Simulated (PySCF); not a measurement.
PySCF input (HF/aug-cc-pVDZ):

```python
import numpy as np, basis_set_exchange as bse
from pyscf import gto, scf, dft, df

basis = {'C': gto.basis.parse(bse.get_basis('aug-cc-pVDZ', elements=['C'], fmt='nwchem')), 'F': gto.basis.parse(bse.get_basis('aug-cc-pVDZ', elements=['F'], fmt='nwchem')), 'H': gto.basis.parse(bse.get_basis('aug-cc-pVDZ', elements=['H'], fmt='nwchem'))}
mol = gto.M(
    atom='''
    C     0.00053452    0.00126565    0.33943617
    H     0.00225136    0.00533085    1.42969220
    F     0.00598628    1.25541479   -0.13307438
    F     1.08434551   -0.63379114   -0.12772827
    F    -1.09093829   -0.62305973   -0.12434282
    ''',
    basis=basis,
    charge=0,
    verbose=4,
    max_memory=8640,
)
mf = scf.RHF(mol)
mf = mf.density_fit(auxbasis=df.autoaux(mol))
mf.conv_tol = 1e-9
mf.max_cycle = 100
scf.hf.overlap_zero_eigenvalue_threshold = 1e-7
print('smallest overlap eigenvalue', np.linalg.eigvalsh(mol.intor('int1e_ovlp'))[0])
mf.kernel()
dip = mf.dip_moment()
```

Output:

```
PySCF version 2.14.0

[INPUT] verbose = 4
[INPUT] num. atoms = 5
[INPUT] num. electrons = 34
[INPUT] charge = 0
[INPUT] spin (= nelec alpha-beta = 2S) = 0
[INPUT] symmetry False subgroup None
[INPUT] Mole.unit = angstrom
[INPUT] Symbol           X                Y                Z      unit          X                Y                Z       unit  Magmom
[INPUT]  1 C      0.000534520000   0.001265650000   0.339436170000 AA    0.001010096408   0.002391731870   0.641441398071 Bohr   0.0
[INPUT]  2 H      0.002251360000   0.005330850000   1.429692200000 AA    0.004254453808   0.010073846511   2.701726700427 Bohr   0.0
[INPUT]  3 F      0.005986280000   1.255414790000  -0.133074380000 AA    0.011312429705   2.372390125828  -0.251474132396 Bohr   0.0
[INPUT]  4 F      1.084345510000  -0.633791140000  -0.127728270000 AA    2.049116038302  -1.197691674776  -0.241371448664 Bohr   0.0
[INPUT]  5 F     -1.090938290000  -0.623059730000  -0.124342820000 AA   -2.061574586901  -1.177412248945  -0.234973875356 Bohr   0.0

nuclear repulsion = 133.129740290281
number of shells = 28
number of NR pGTOs = 151
number of NR cGTOs = 101
basis = {'C': [[0, [6665.0, 0.000692, -0.000146, 0.0], [1000.0, 0.005329, -0.001154, 0.0], [228.0, 0.027077, -0.005725, 0.0], [64.71, 0.101718, -0.023312, 0.0], [21.06, 0.27474, -0.063955, 0.0], [7.495, 0.448564, -0.149981, 0.0], [2.797, 0.285074, -0.127262, 0.0], [0.5215, 0.015204, 0.544529, 0.0], [0.1596, -0.003191, 0.580496, 1.0]], [0, [0.0469, 1.0]], [1, [9.439, 0.038109, 0.0], [2.002, 0.20948, 0.0], [0.5456, 0.508557, 0.0], [0.1517, 0.468842, 1.0]], [1, [0.04041, 1.0]], [2, [0.55, 1.0]], [2, [0.151, 1.0]]], 'F': [[0, [14710.0, 0.000721, -0.000165, 0.0], [2207.0, 0.005553, -0.001308, 0.0], [502.8, 0.028267, -0.006495, 0.0], [142.6, 0.106444, -0.026691, 0.0], [46.47, 0.286814, -0.07369, 0.0], [16.7, 0.448641, -0.170776, 0.0], [6.356, 0.264761, -0.112327, 0.0], [1.316, 0.015333, 0.562814, 0.0], [0.3897, -0.002332, 0.568778, 1.0]], [0, [0.09863, 1.0]], [1, [22.67, 0.044878, 0.0], [4.977, 0.235718, 0.0], [1.347, 0.508521, 0.0], [0.3471, 0.45812, 1.0]], [1, [0.08502, 1.0]], [2, [1.64, 1.0]], [2, [0.464, 1.0]]], 'H': [[0, [13.01, 0.019685, 0.0], [1.962, 0.137977, 0.0], [0.4446, 0.478148, 0.0], [0.122, 0.50124, 1.0]], [0, [0.02974, 1.0]], [1, [0.727, 1.0]], [1, [0.141, 1.0]]]}
ecp = {}
ETB for C: l = 0, exps = 0.08082 * 1.8^n , n = 0..15
ETB for C: l = 1, exps = 0.08082 * 1.8^n , n = 0..12
ETB for C: l = 2, exps = 0.08082 * 1.8^n , n = 0..11
ETB for C: l = 3, exps = 0.19141 * 2.2^n , n = 0..3
ETB for F: l = 0, exps = 0.17004 * 1.8^n , n = 0..15
ETB for F: l = 1, exps = 0.17004 * 1.8^n , n = 0..12
ETB for F: l = 2, exps = 0.17004 * 1.8^n , n = 0..11
ETB for F: l = 3, exps = 0.5490200000000001 * 2.2^n , n = 0..3
ETB for H: l = 0, exps = 0.05948 * 1.8^n , n = 0..11
ETB for H: l = 1, exps = 0.17073999999999998 * 2^n , n = 0..4
ETB for H: l = 2, exps = 0.282 * 2.2^n , n = 0..3
smallest overlap eigenvalue 0.0007169361193302662

******** <class 'pyscf.df.df_jk.DFRHF'> ********
method = DFRHF
initial guess = minao
damping factor = 0
level_shift factor = 0
DIIS = <class 'pyscf.scf.diis.CDIIS'>
diis_start_cycle = 1
diis_space = 8
diis_damp = 0
SCF conv_tol = 1e-09
SCF conv_tol_grad = None
SCF max_cycles = 100
direct_scf = False
Set gradient conv threshold to 3.16228e-05
Initial guess from minao.
******** <class 'pyscf.df.df.DF'> ********
auxbasis = {'C': [[0, [np.float64(545.2634946237084), 1]], [0, [np.float64(302.924163679838), 1]], [0, [np.float64(168.29120204435443), 1]], [0, [np.float64(93.49511224686358), 1]], [0, [np.float64(51.94172902603531), 1]], [0, [np.float64(28.856516125575176), 1]], [0, [np.float64(16.031397847541765), 1]], [0, [np.float64(8.906332137523203), 1]], [0, [np.float64(4.947962298624001), 1]], [0, [np.float64(2.7488679436800005), 1]], [0, [np.float64(1.5271488576000003), 1]], [0, [np.float64(0.848416032), 1]], [0, [np.float64(0.4713422400000001), 1]], [0, [np.float64(0.2618568), 1]], [0, [np.float64(0.14547600000000002), 1]], [0, [np.float64(0.08082), 1]], [1, [np.float64(93.49511224686358), 1]], [1, [np.float64(51.94172902603531), 1]], [1, [np.float64(28.856516125575176), 1]], [1, [np.float64(16.031397847541765), 1]], [1, [np.float64(8.906332137523203), 1]], [1, [np.float64(4.947962298624001), 1]], [1, [np.float64(2.7488679436800005), 1]], [1, [np.float64(1.5271488576000003), 1]], [1, [np.float64(0.848416032), 1]], [1, [np.float64(0.4713422400000001), 1]], [1, [np.float64(0.2618568), 1]], [1, [np.float64(0.14547600000000002), 1]], [1, [np.float64(0.08082), 1]], [2, [np.float64(51.94172902603531), 1]], [2, [np.float64(28.856516125575176), 1]], [2, [np.float64(16.031397847541765), 1]], [2, [np.float64(8.906332137523203), 1]], [2, [np.float64(4.947962298624001), 1]], [2, [np.float64(2.7488679436800005), 1]], [2, [np.float64(1.5271488576000003), 1]], [2, [np.float64(0.848416032), 1]], [2, [np.float64(0.4713422400000001), 1]], [2, [np.float64(0.2618568), 1]], [2, [np.float64(0.14547600000000002), 1]], [2, [np.float64(0.08082), 1]], [3, [np.float64(2.0381336800000005), 1]], [3, [np.float64(0.9264244000000001), 1]], [3, [np.float64(0.42110200000000003), 1]], [3, [np.float64(0.19141), 1]]], 'F': [[0, [np.float64(1147.1987704258274), 1]], [0, [np.float64(637.3326502365708), 1]], [0, [np.float64(354.07369457587265), 1]], [0, [np.float64(196.70760809770704), 1]], [0, [np.float64(109.28200449872611), 1]], [0, [np.float64(60.71222472151451), 1]], [0, [np.float64(33.72901373417473), 1]], [0, [np.float64(18.738340963430403), 1]], [0, [np.float64(10.410189424128001), 1]], [0, [np.float64(5.78343856896), 1]], [0, [np.float64(3.2130214272), 1]], [0, [np.float64(1.785011904), 1]], [0, [np.float64(0.9916732800000001), 1]], [0, [np.float64(0.5509296), 1]], [0, [np.float64(0.306072), 1]], [0, [np.float64(0.17004), 1]], [1, [np.float64(196.70760809770704), 1]], [1, [np.float64(109.28200449872611), 1]], [1, [np.float64(60.71222472151451), 1]], [1, [np.float64(33.72901373417473), 1]], [1, [np.float64(18.738340963430403), 1]], [1, [np.float64(10.410189424128001), 1]], [1, [np.float64(5.78343856896), 1]], [1, [np.float64(3.2130214272), 1]], [1, [np.float64(1.785011904), 1]], [1, [np.float64(0.9916732800000001), 1]], [1, [np.float64(0.5509296), 1]], [1, [np.float64(0.306072), 1]], [1, [np.float64(0.17004), 1]], [2, [np.float64(109.28200449872611), 1]], [2, [np.float64(60.71222472151451), 1]], [2, [np.float64(33.72901373417473), 1]], [2, [np.float64(18.738340963430403), 1]], [2, [np.float64(10.410189424128001), 1]], [2, [np.float64(5.78343856896), 1]], [2, [np.float64(3.2130214272), 1]], [2, [np.float64(1.785011904), 1]], [2, [np.float64(0.9916732800000001), 1]], [2, [np.float64(0.5509296), 1]], [2, [np.float64(0.306072), 1]], [2, [np.float64(0.17004), 1]], [3, [np.float64(5.8459649600000025), 1]], [3, [np.float64(2.6572568000000008), 1]], [3, [np.float64(1.2078440000000001), 1]], [3, [np.float64(0.5490200000000001), 1]]], 'H': [[0, [np.float64(38.2268503151272), 1]], [0, [np.float64(21.237139063959557), 1]], [0, [np.float64(11.798410591088642), 1]], [0, [np.float64(6.554672550604801), 1]], [0, [np.float64(3.6414847503360006), 1]], [0, [np.float64(2.0230470835200003), 1]], [0, [np.float64(1.1239150464), 1]], [0, [np.float64(0.624397248), 1]], [0, [np.float64(0.34688736000000003), 1]], [0, [np.float64(0.1927152), 1]], [0, [np.float64(0.10706399999999999), 1]], [0, [np.float64(0.05948), 1]], [1, [np.float64(2.7318399999999996), 1]], [1, [np.float64(1.3659199999999998), 1]], [1, [np.float64(0.6829599999999999), 1]], [1, [np.float64(0.34147999999999995), 1]], [1, [np.float64(0.17073999999999998), 1]], [2, [np.float64(3.0027360000000005), 1]], [2, [np.float64(1.36488), 1]], [2, [np.float64(0.6204), 1]], [2, [np.float64(0.282), 1]]]}
init E= -337.287941265672
  HOMO = -0.452691183885525  LUMO = 0.0411842210936459  gap/eV = 13.43903
cycle= 1 E= -336.667863365855  delta_E= 0.62  |g|= 0.844  |ddm|= 3.34
  HOMO = -0.63340252945154  LUMO = 0.0245068504606918  gap/eV = 17.90263
cycle= 2 E= -336.773669644148  delta_E= -0.106  |g|= 0.495  |ddm|= 1.77
  HOMO = -0.610910575242722  LUMO = 0.0330532792784917  gap/eV = 17.52315
cycle= 3 E= -336.813003144442  delta_E= -0.0393  |g|= 0.0543  |ddm|= 0.661
  HOMO = -0.597153574826388  LUMO = 0.0339563403773235  gap/eV = 17.17338
cycle= 4 E= -336.813885703187  delta_E= -0.000883  |g|= 0.0173  |ddm|= 0.121
  HOMO = -0.600129093056201  LUMO = 0.034022718711852  gap/eV = 17.25615
cycle= 5 E= -336.814005577128  delta_E= -0.00012  |g|= 0.00339  |ddm|= 0.0425
  HOMO = -0.600124089985392  LUMO = 0.0339826953401277  gap/eV = 17.25492
cycle= 6 E= -336.814012463794  delta_E= -6.89e-06  |g|= 0.000636  |ddm|= 0.0115
  HOMO = -0.600034746397354  LUMO = 0.0340263110570511  gap/eV = 17.25368
cycle= 7 E= -336.814012670148  delta_E= -2.06e-07  |g|= 0.000135  |ddm|= 0.00186
  HOMO = -0.600017715809882  LUMO = 0.0340288190134803  gap/eV = 17.25329
cycle= 8 E= -336.814012680003  delta_E= -9.85e-09  |g|= 2.61e-05  |ddm|= 0.000421
  HOMO = -0.600014672516653  LUMO = 0.0340297419588982  gap/eV = 17.25323
cycle= 9 E= -336.814012680387  delta_E= -3.84e-10  |g|= 5.63e-06  |ddm|= 7.61e-05
  HOMO = -0.600014470495196  LUMO = 0.0340298587570329  gap/eV = 17.25322
Extra cycle  E= -336.814012680402  delta_E= -1.49e-11  |g|= 2.33e-06  |ddm|= 1.26e-05
converged SCF energy = -336.814012680402
Dipole moment(X, Y, Z, Debye):  0.00294,  0.00696,  1.86756
```
